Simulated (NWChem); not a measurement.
Everything below was run with NWChem. System: ClNa, charge 0, spin multiplicity 1, at a geometry optimised with B3LYP/def2-SVP. The structure started from a generated list of species. Level: RHF/cc-pVDZ.

Input file:

```
start mol
memory heap 200 mb stack 900 mb global 1100 mb
geometry units angstroms nocenter noautoz
  Na     0.000000     0.000000    -1.420937
  Cl     0.000000     0.000000     0.919430
  symmetry group C2v
end
basis spherical
  * library cc-pvdz
end
scf
  rhf
  nopen 0
  maxiter 100
  thresh 1e-7
  semidirect memsize 60000000 filesize 0
end
task scf energy
```

Output (cleaned and shortened):

```
             Northwest Computational Chemistry Package (NWChem) 7.3.0
             --------------------------------------------------------

                                NWChem Input Module
                                -------------------

 Scaling coordinates for geometry "geometry" by  1.889725989
 (inverse scale =  0.529177249)

 Turning off AUTOSYM since
 SYMMETRY directive was detected!

                             Geometry "geometry" -> ""
                             -------------------------

 Output coordinates in angstroms (scale by  1.889725989 to convert to a.u.)

  No.       Tag          Charge          X              Y              Z
 ---- ---------------- ---------- -------------- -------------- --------------
    1 Na                  11.0000     0.00000000     0.00000000    -1.42093700
    2 Cl                  17.0000     0.00000000     0.00000000     0.91943000

 Effective nuclear repulsion energy (a.u.)      42.2823196375

            Nuclear Dipole moment (a.u.)
            ----------------------------
        X                 Y               Z
 ---------------- ---------------- ----------------
     0.0000000000     0.0000000000     0.0000056692

      Symmetry information
      --------------------

 Group name             C2v
 Group number             16
 Group order               4
 No. of unique centers     2

      Symmetry unique atoms

     1    2


 Summary of "ao basis" -> "" (spherical)
 ------------------------------------------------------------------------------
       Tag                 Description            Shells   Functions and Types
 ---------------- ------------------------------  ------  ---------------------
 *                          cc-pvdz                   on all atoms

 Summary of "ao basis" -> "ao basis" (spherical)
 ------------------------------------------------------------------------------
       Tag                 Description            Shells   Functions and Types
 ---------------- ------------------------------  ------  ---------------------
 Na                         cc-pvdz                  8       18   4s3p1d
 Cl                         cc-pvdz                  8       18   4s3p1d

                                 NWChem SCF Module
                                 -----------------

  ao basis        = "ao basis"
  functions       =    36
  atoms           =     2
  closed shells   =    14
  open shells     =     0
  charge          =   0.00
  wavefunction    = RHF
  use symmetry    = T
  symmetry adapt  = T

 Summary of "ao basis" -> "ao basis" (spherical)
 ------------------------------------------------------------------------------
       Tag                 Description            Shells   Functions and Types
 ---------------- ------------------------------  ------  ---------------------
 Na                         cc-pvdz                  8       18   4s3p1d
 Cl                         cc-pvdz                  8       18   4s3p1d

      Symmetry analysis of basis
      --------------------------

        a1         18
        a2          2
        b1          8
        b2          8

 Forming initial guess at       0.0s

      Superposition of Atomic Density Guess
      -------------------------------------

 Sum of atomic energies:        -621.32807310

      Non-variational initial energy
      ------------------------------

 Total energy =    -621.213258
 1-e energy   =    -947.016851
 2-e energy   =     283.521273
 HOMO         =      -0.448891
 LUMO         =      -0.049546
[...]
 !! scf_movecs_sym_adapt:   20 vectors were symmetry contaminated

  Symmetry fudging

 !! scf_movecs_sym_adapt:   20 vectors were symmetry contaminated

  Numbering of irreducible representations:

     1 a1          2 a2          3 b1          4 b2

  Orbital symmetries:

     1 a1          2 a1          3 a1          4 a1          5 b1
     6 b2          7 a1          8 a1          9 b1         10 b2
    11 a1         12 a1         13 b1         14 b2         15 a1
    16 b1         17 b2         18 a1         19 a1         20 b1
    21 b2         22 a1         23 a1         24 a2

 Starting SCF solution at       0.6s

 ----------------------------------------------
         Quadratically convergent ROHF

 Convergence threshold     :          1.000E-07
 Maximum no. of iterations :          100
 Final Fock-matrix accuracy:          1.000E-09
 ----------------------------------------------

              iter       energy          gnorm     gmax       time
             ----- ------------------- --------- --------- --------
                 1     -621.4051433369  5.46D-01  2.10D-01      0.6
                 2     -621.4327933761  7.40D-02  2.46D-02      0.6
                 3     -621.4333611457  3.38D-03  1.50D-03      0.6
                 4     -621.4333626316  1.10D-05  4.41D-06      0.6
                 5     -621.4333626317  7.30D-09  2.91D-09      0.6

       Final RHF  results
       ------------------

         Total SCF energy =   -621.433362631650
      One-electron energy =   -949.903612412152
      Two-electron energy =    286.187930143050
 Nuclear repulsion energy =     42.282319637452

        Time for solution =      0.0s

       Symmetry analysis of molecular orbitals - final
       -----------------------------------------------

  Numbering of irreducible representations:

     1 a1          2 a2          3 b1          4 b2

  Orbital symmetries:

     1 a1          2 a1          3 a1          4 a1          5 b1
     6 b2          7 a1          8 a1          9 b1         10 b2
    11 a1         12 a1         13 b1         14 b2         15 a1
    16 b2         17 b1         18 a1         19 a1         20 b2
    21 b1         22 a1         23 a1         24 a2

             Final eigenvalues
             -----------------

              1
    1 -104.6988
    2  -40.5029
    3  -10.4236
    4   -7.8900
    5   -7.8892
    6   -7.8892
    7   -2.8253
    8   -1.5477
    9   -1.5474
   10   -1.5474
   11   -0.9384
   12   -0.3655
   13   -0.3492
   14   -0.3492
   15   -0.0162
   16    0.0362
   17    0.0362
   18    0.0674
   19    0.1120
   20    0.1472
   21    0.1472
   22    0.2087
   23    0.2559
   24    0.2559

                       ROHF Final Molecular Orbital Analysis
                       -------------------------------------

 Vector   12  Occ=2.000000D+00  E=-3.655469D-01  Symmetry=a1
              MO Center=  4.3D-17, -2.2D-17,  8.7D-01, r^2= 1.4D+00
   Bfn.  Coefficient  Atom+Function         Bfn.  Coefficient  Atom+Function
  ----- ------------  ---------------      ----- ------------  ---------------
    28      0.557263  2 Cl pz                31      0.500642  2 Cl pz
     3     -0.165551  1 Na s

 Vector   13  Occ=2.000000D+00  E=-3.491802D-01  Symmetry=b1
              MO Center=  1.5D-16,  2.2D-30,  8.6D-01, r^2= 1.3D+00
   Bfn.  Coefficient  Atom+Function         Bfn.  Coefficient  Atom+Function
  ----- ------------  ---------------      ----- ------------  ---------------
    26      0.565115  2 Cl px                29      0.500764  2 Cl px

 Vector   14  Occ=2.000000D+00  E=-3.491802D-01  Symmetry=b2
              MO Center= -4.9D-32,  1.7D-16,  8.6D-01, r^2= 1.3D+00
   Bfn.  Coefficient  Atom+Function         Bfn.  Coefficient  Atom+Function
  ----- ------------  ---------------      ----- ------------  ---------------
    27      0.565115  2 Cl py                30      0.500764  2 Cl py

 Vector   15  Occ=0.000000D+00  E=-1.620656D-02  Symmetry=a1
              MO Center=  1.5D-14,  3.5D-15, -3.0D+00, r^2= 7.8D+00
   Bfn.  Coefficient  Atom+Function         Bfn.  Coefficient  Atom+Function
  ----- ------------  ---------------      ----- ------------  ---------------
     4      0.864800  1 Na s                 13     -0.384150  1 Na pz
    10     -0.191902  1 Na pz

 Vector   16  Occ=0.000000D+00  E= 3.621042D-02  Symmetry=b2
              MO Center=  3.4D-30, -4.7D-15, -1.6D+00, r^2= 1.7D+01
   Bfn.  Coefficient  Atom+Function         Bfn.  Coefficient  Atom+Function
  ----- ------------  ---------------      ----- ------------  ---------------
    12      1.014813  1 Na py

 Vector   17  Occ=0.000000D+00  E= 3.621042D-02  Symmetry=b1
              MO Center= -1.5D-14,  2.1D-29, -1.6D+00, r^2= 1.7D+01
   Bfn.  Coefficient  Atom+Function         Bfn.  Coefficient  Atom+Function
  ----- ------------  ---------------      ----- ------------  ---------------
    11      1.014813  1 Na px

 center of mass
 --------------
 x =   0.00000000 y =   0.00000000 z =  -0.01681255

 moments of inertia (a.u.)
 ------------------
         271.308802984385           0.000000000000           0.000000000000
           0.000000000000         271.308802984385           0.000000000000
           0.000000000000           0.000000000000           0.000000000000

  Mulliken analysis of the total density
  --------------------------------------

    Atom       Charge   Shell Charges
 -----------   ------   -------------------------------------------------------
    1 Na  11    10.35   2.00  2.00  0.12 -0.02  6.00  0.13  0.02  0.10
    2 Cl  17    17.65   2.00  2.01  0.89  1.04  6.00  3.01  2.69  0.00

       Multipole analysis of the density wrt the origin
       ------------------------------------------------

     L   x y z        total         open         nuclear
     -   - - -        -----         ----         -------
     0   0 0 0     -0.000000      0.000000     28.000000

     1   1 0 0     -0.000000      0.000000      0.000000
     1   0 1 0     -0.000000      0.000000      0.000000
     1   0 0 1     -3.637764      0.000000      0.000006

     2   2 0 0    -14.225842      0.000000      0.000000
     2   1 1 0     -0.000000      0.000000      0.000000
     2   1 0 1      0.000000      0.000000      0.000000
     2   0 2 0    -14.225842      0.000000      0.000000
     2   0 1 1     -0.000000      0.000000      0.000000
     2   0 0 2     -8.039153      0.000000    130.631880

 Task  times  cpu:        0.6s     wall:        0.6s

 Total times  cpu:        0.6s     wall:        0.6s
```
